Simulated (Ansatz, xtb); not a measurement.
Two isomers of C2H5O

Structure I: `[CH2]CO`, a doublet. Structure II: `CC[O]`, a doublet. Both are isolated molecules in the gas phase, relaxed with PBE0-D3(BJ)/def2-SVP; the shapes shown needn't be the lowest conformers.

I (Å):

```xyz
8

C     0.0065   -1.8422    0.3061
C    -0.4224   -1.8619    1.7199
O    -1.2469   -2.9720    1.9509
H     0.7962   -1.1633   -0.0211
H    -0.5786   -2.3889   -0.4363
H     0.4748   -1.8630    2.3794
H    -0.9538   -0.9078    1.9580
H    -1.5846   -2.9141    2.8492
```

II (Å):

| atom | x (Å) | y (Å) | z (Å) |
| --- | --- | --- | --- |
| C | -0.3754 | -1.5884 | 0.6558 |
| C | -0.4953 | -2.3608 | 1.9574 |
| O | -1.0730 | -3.5795 | 1.8772 |
| H | -1.3699 | -1.4168 | 0.2173 |
| H | 0.2232 | -2.1543 | -0.0736 |
| H | 0.1060 | -0.6113 | 0.8154 |
| H | -1.0505 | -1.7755 | 2.7300 |
| H | 0.5004 | -2.4936 | 2.4462 |

Problem. Estimate E(II) − E(I) at the level CCSD(T)/def2-SVP + ΔMP2/def2-TZVPP.

Solution. Not settled: CCSD(T)/def2-SVP + ΔMP2/def2-TZVPP gives E(II) − E(I) = +0.108 eV, but this leans on the basis-set step: CCSD(T) alone gives −0.061 eV.

Level by level:

```json
{"level": "GFN2-xTB", "geometry": "GFN2-xTB", "E(II) − E(I) (eV)": "−0.197", "departure from the last row (eV)": "−0.304", "job, with rough time for the two": "optimisation, 1.5 s"}
{"level": "HF/STO-3G", "geometry": "GFN2-xTB", "E(II) − E(I) (eV)": "−1.084", "departure from the last row (eV)": "−1.191", "job, with rough time for the two": "single point, 1.6 s"}
{"level": "r2SCAN-D4/def2-SVP", "geometry": "GFN2-xTB", "E(II) − E(I) (eV)": "−0.107", "departure from the last row (eV)": "−0.215", "job, with rough time for the two": "single point, 13 s"}
{"level": "PBE0-D3(BJ)/def2-SVP", "geometry": "PBE0-D3(BJ)/def2-SVP", "E(II) − E(I) (eV)": "−0.094", "departure from the last row (eV)": "−0.202", "job, with rough time for the two": "optimisation, 3.6 min"}
{"level": "HF/def2-SVP", "geometry": "PBE0-D3(BJ)/def2-SVP", "E(II) − E(I) (eV)": "−0.292", "departure from the last row (eV)": "−0.399", "job, with rough time for the two": "part of the CCSD(T) run"}
{"level": "MP2/def2-SVP", "geometry": "PBE0-D3(BJ)/def2-SVP", "E(II) − E(I) (eV)": "+0.137", "departure from the last row (eV)": "+0.029", "job, with rough time for the two": "part of the CCSD(T) run"}
{"level": "CCSD(T)/def2-SVP", "geometry": "PBE0-D3(BJ)/def2-SVP", "E(II) − E(I) (eV)": "−0.061", "departure from the last row (eV)": "−0.168", "job, with rough time for the two": "single point"}
{"level": "CCSD(T)/def2-SVP + ΔMP2/def2-TZVPP", "geometry": "PBE0-D3(BJ)/def2-SVP", "E(II) − E(I) (eV)": "+0.108", "departure from the last row (eV)": "", "job, with rough time for the two": "single point, 74 s"}
```

As drawn, II has 1 C–H in place of 1 O–H.

GFN2-xTB, HF/STO-3G, r2SCAN-D4/def2-SVP, PBE0-D3(BJ)/def2-SVP, HF/def2-SVP, CCSD(T)/def2-SVP put the two in the other order. The largest departure from CCSD(T)/def2-SVP + ΔMP2/def2-TZVPP is that of HF/STO-3G, 1.191 eV. The last row adds to CCSD(T) the change of the MP2 difference between the two basis sets, here +0.168 eV, a large step that makes the value less sure.

With harmonic frequencies from PBE0-D3(BJ)/def2-SVP (ideal gas, rigid rotor, one conformer each, 400 K, 1 atm): on the last row, ΔE + ΔZPE = +0.099, ΔH = +0.089, ΔG = +0.094 eV.

Open shells are spin-unrestricted. The correlated steps freeze 3 core orbitals. Mirror images aren't counted in ΔG. Run with Ansatz 0.2.0, xtb 6.7.1; the last row on 1 thread of AMD EPYC (Zen 3) on a shared host.
